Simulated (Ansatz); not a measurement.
**AlB− (quartet): inputs that go wrong at distance B1–Al2 = 2.278 Å**

3 inputs are run for AlB− (quartet) as typed; the log has to tell whether the result can be used and what must change.

The runs use Ansatz 0.2.0, Gaussian basis; the settings change from run to run.

20 further runs of the same task are left out: 2 for a mislabelled method, 16 that didn't finish, 2 set aside as unsound or not needed.

### 1 The geometry

The geometry derives from a PBE0/def2-TZVPD stationary point (not a proven minimum). One bond is set to the value named and the two fragments are kept rigid.

2 atoms, charge -1, spin multiplicity 4.

Atoms are counted from 1 here; the program's logs count them from 0.

Bond lengths: B1–Al2 2.278 Å.

### 2 Input 1

in.yaml

```yaml
crystal:
  periodic: [false, false, false]
  atoms:
    - {symbol: B, position_ang: [0.000000, 0.000000, 0.000000]}
    - {symbol: Al, position_ang: [0.000000, 0.000000, 2.278000]}
basis:
  gaussian: {orbitals: aug-cc-pVDZ}
total_charge: -1
magnetization: {spin_polarized: false, initial_magnetization: 3}
hamiltonian: {xc: pbe0}
correlation: {active_space: {window: {electrons: 5, orbitals: 5}}}
scf: {lower_state_search: light}
```

Command:

```sh
ansatz run in.yaml --threads 1 --pin off --events-out ev --progress --plain --max-ram 2393MiB
```

The log of the run:

```text
Error: invalid value for `correlation.active_space`: it starts from restricted Hartree–Fock orbitals; set hamiltonian.xc: hf without magnetization.spin_polarized
```

Run time: 0.03 s. Hardware: 1 thread of Arm Neoverse V1, shared host.

**Diagnosis.** The run was refused. An active space is asked on a functional's orbitals. To mend it, start from Hartree-Fock.

### 3 Input 2

in.yaml

```yaml
crystal:
  periodic: [false, false, false]
  atoms:
    - {symbol: B, position_ang: [0.000000, 0.000000, 0.000000]}
    - {symbol: Al, position_ang: [0.000000, 0.000000, 2.278000]}
basis:
  gaussian: {orbitals: "6-31G*"}
total_charge: -1
magnetization: {spin_polarized: false, initial_magnetization: 3}
correlation: {active_space: {ras: {orbitals: [2, 3, 23], electrons: 4, max_holes: 2, max_particles: 2}, fixed_orbitals: true}}
output: {forces: true}
```

Launched as before.

The log of the run:

```text
Functional definition: HF
  name "HF"
  cite "Fock, Z. Phys. 61, 126 (1930) doi:10.1007/BF01340294"
  parent pbe
  exchange = exact_x
  correlation = 0
304 factors; integrals over basis functions are off by at most 1.2e-3 eV
mean field evaluation 1: about -7247.6167 eV, gradient 1.2e1 eV
mean field evaluation 2: about -7247.6314 eV, gradient 1.2e1 eV
mean field evaluation 4: about -7249.8235 eV, gradient 2.5e0 eV
mean field evaluation 8: about -7250.0583 eV, gradient 8.4e-1 eV
mean field evaluation 16: about -7250.1433 eV, gradient 2.5e-5 eV
mean field evaluation 32: about -7250.1433 eV, gradient 2.1e-5 eV
mean field evaluation 64: about -7250.1433 eV, gradient 1.1e-4 eV
mean field evaluation 96: about -7248.1980 eV, gradient 3.8e-1 eV
mean field evaluation 128: about -7250.1432 eV, gradient 1.4e-2 eV
mean field evaluation 160: about -7247.3744 eV, gradient 1.8e-1 eV
mean field evaluation 192: about -7250.0211 eV, gradient 1.6e0 eV
mean field evaluation 224: about -7250.1396 eV, gradient 2.5e-1 eV
mean field -7250.14334217 eV, -266.4378535012 hartree, gradient 9.2e-6 eV, S^2 3.750000; 15 other end points of the search recorded, 0 dependent functions left out
reference -7250.14334217 eV, -266.4378535012 hartree; 11, 8 occupied and 23, 26 virtual orbitals, 304 factors
Error: 4 electrons in 28 orbitals form no window around the highest filled level of the reference
```

Wall time 0.72 s (1 thread of Arm Neoverse V1, shared host).

**Diagnosis.** The run stopped with an error. The electron count of the restricted space is wrong. Fix: count the correlated electrons again.

### 4 Input 3

in.yaml

```yaml
crystal:
  periodic: [false, false, false]
  atoms:
    - {symbol: B, position_ang: [0.000000, 0.000000, 0.000000]}
    - {symbol: Al, position_ang: [0.000000, 0.000000, 2.278000]}
basis:
  gaussian: {orbitals: aug-cc-pVDZ}
total_charge: -1
magnetization: {spin_polarized: true, initial_magnetization: 7}
correlation: {method: ccsd_t, electrons: all}
```

Launched as before.

The log of the run, shortened:

```text
Functional definition: HF
  name "HF"
  cite "Fock, Z. Phys. 61, 126 (1930) doi:10.1007/BF01340294"
  parent pbe
[...]
503 factors; integrals over basis functions are off by at most 4.8e-4 eV
[...]
mean field -7246.15110653 eV, -266.2911415474 hartree, gradient 7.0e-6 eV, S^2 15.750009; 5 other end points of the search recorded, 0 dependent functions left out
determinant -7246.15110653 eV, -266.2911415474 hartree, with singles and doubles -7247.62504434 eV, -266.3453077629 hartree
determinant -7244.77210637 eV, -266.2404642261 hartree, with singles and doubles -7246.19266265 eV, -266.2926687066 hartree
determinant -7244.42109503 eV, -266.2275647975 hartree, with singles and doubles -7245.78473756 eV, -266.2776777359 hartree
determinant -7244.34518896 eV, -266.2247753008 hartree, with singles and doubles -7245.77662228 eV, -266.2773795048 hartree
reference -7246.15110653 eV, -266.2911415474 hartree; 13, 6 occupied and 37, 44 virtual orbitals, 503 factors
second order -1.12046214 eV of doubles, -0.00000000 eV of singles
cycle   1  -1.47946955 eV  change   -1.5e-1 eV  update   2.0e-2
[...]
cycle   8  -1.49107288 eV  change    6.6e-6 eV  update   2.0e-5
perturbative correction -0.02693799 eV, -0.0009899530 hartree
Total energy: -7247.66911741 eV, -266.3469274181 hartree
```

Wall time 3.8 s (1 thread of Arm Neoverse V1, shared host).

What is wrong: The run converged, which proves nothing about the input. Far too many unpaired electrons are asked for. Its energy belongs to the state of multiplicity 8, not to the quartet that was meant. Cure: set initial_magnetization to that of the wanted state.

### 5 How the runs ended

```
input                       level                ended                                                cause    time
    1     CASSCF(5,5)/aug-cc-pVDZ              refused  an active space is asked on a functional's orbitals  0.03 s
    2                 CISD/6-31G*  stopped by an error  the electron count of the restricted space is wrong  0.72 s
    3  CCSD(T) on UHF/aug-cc-pVDZ            converged        far too many unpaired electrons are asked for   3.8 s
```

1 refused, 1 stopped by an error, 1 converged. The input that converges on a wrong geometry or spin is the dangerous one: no error points at it, so geometry and ⟨S²⟩ have to be checked.
